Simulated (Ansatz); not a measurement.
Results of PBE (PAW; Ansatz, an electronic-structure program) for 1T (CdI2-type) HfS2.

Run with plane-wave cutoff 520 eV, 12×12×6 k mesh (along the axes of the cell as run), perturbation theory, scalar-relativistic PAW data made under PBE.

Cell (measured lattice):

```cif
data_HfS2
_chemical_formula_sum 'Hf1 S2'
_space_group_name_H-M_alt 'P 1'
_space_group_IT_number 1
_cell_length_a 3.63500
_cell_length_b 3.63500
_cell_length_c 5.83700
_cell_angle_alpha 90.000
_cell_angle_beta 90.000
_cell_angle_gamma 120.000
loop_
_space_group_symop_operation_xyz
  'x, y, z'
loop_
_atom_site_label
_atom_site_type_symbol
_atom_site_fract_x
_atom_site_fract_y
_atom_site_fract_z
_atom_site_occupancy
Hf1 Hf 0.00000 0.00000 0.00000 1
S1 S 0.33333 0.66667 0.24749 1
S2 S 0.66667 0.33333 0.75251 1
```

Give the computed high-frequency dielectric constant (mean over three axes) and static dielectric constant (mean over three axes).


* **high-frequency dielectric constant (mean over three axes)**: 8.60
* **static dielectric constant (mean over three axes)**: 30.0

Note: the cell isn't this level's own, so it is under some stress, which shifts stiffness and frequencies.

Spin–orbit coupling is not included.

The result took about 24 core-minutes (a rough figure).
